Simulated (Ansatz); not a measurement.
**How far each method lies from full CI for BH2⁺, singlet**

Geometry: a point of a stretch scan, not a stationary point.

```xyz
3

B     0.0000    0.0000    0.6939
H     0.0000    0.0000   -2.5671
H     0.0000    0.0000    1.8731
```

Basis cc-pVQZ; Ansatz 0.2.0. Only valence electrons are correlated (noble-gas cores frozen), which leaves 4 electrons in 114 orbitals. Prefix R: restricted or restricted open-shell reference; prefix U: unrestricted. Active spaces: valence = (4e, 6o) chosen from the atoms' valence shells.

Full CI is exact within this basis and frozen core; it isn't the basis-set limit. The frozen core follows each run's orbitals, which can shift R against U totals by a few meV.

Unrestricted rows (U) aren't spin-pure: their determinants' ⟨S²⟩ exceeds S(S+1) by up to 0.99, so they mix in states of higher spin.

- UHF ⟨S²⟩: 0.985
- T1 diagnostic (RCCSD): 0.1686
- largest doubles amplitude (RCCSD): 0.724

```tsv
level	E − E(RHF) (eV)
UHF	-2.8410
RMP2	-2.8606
UMP2	-3.9686
RCCSD*	-4.2100
UCCSD	-4.3193
RCCSD(T)*	-4.4689
UCCSD(T)	-4.3465
```

Estimate how far full CI in cc-pVQZ lies from RCCSD(T). The table doesn't fix it; the size of (T) and the diagnostics are the guide.

Full CI in cc-pVQZ lies 5.5 kJ/mol above RCCSD(T), which is 22 % of the (T) step (-25.0 kJ/mol). (T) overshoots here: it takes the energy past the reference. The miss exceeds 1 kcal/mol.

The other levels:

| level | E − E(full CI) (kJ/mol) | share of correlation (%) | wall time |
| --- | --- | --- | --- |
| BCCD(T)* | 0.0 | 100.00 | 5.5 s |
| RCCSDT* | 0.7 | 99.84 | – |
| UCCSDT* | 1.0 | 99.76 | – |
| RCCSDT(Q)* | -0.2 | 100.06 | 12 s (H100) |
| UCCSDT(Q)* | 0.1 | 99.98 | 15 s (H100) |
| CASSCF (valence space) | 63.0 | 85.20 | – |
| NEVPT2 (valence space) | 21.7 | 94.90 | 6.5 s (H100) |
| MRCISD (valence space) | 6.4 | 98.50 | – |
| MRCISD+Q (valence space) | 5.7 | 98.66 | 9.5 s (H100) |

An asterisk marks runs whose energy the program itself flagged as in doubt.

The correlation energy at full CI, counted from RHF, is -4.412 eV. That run took 58 s on 2 threads of AMD EPYC 7R13 with a shared H100 80 GB, shared host over 10,507,721 determinants.

Times hold each run's SCF and search for its determinant on a shared host, so for small cases they say little of a method's own cost; rows without a card ran on 1 thread of AMD EPYC 7R13.

More than 5 meV below full CI, which no variational method can be: RCCSD(T).

The full-CI state has the irrep A1 of C2v, in the program's axes (one component, if the state is degenerate).

Natural occupations of full CI about the gap: 1.944 1.327 0.658 0.020 0.020 0.015 0.005 0.004 0.004 0.001; effectively unpaired electrons, Σ n²(2−n)², 1.59. No single determinant describes this state well, so single-reference rows can miss without a flag.
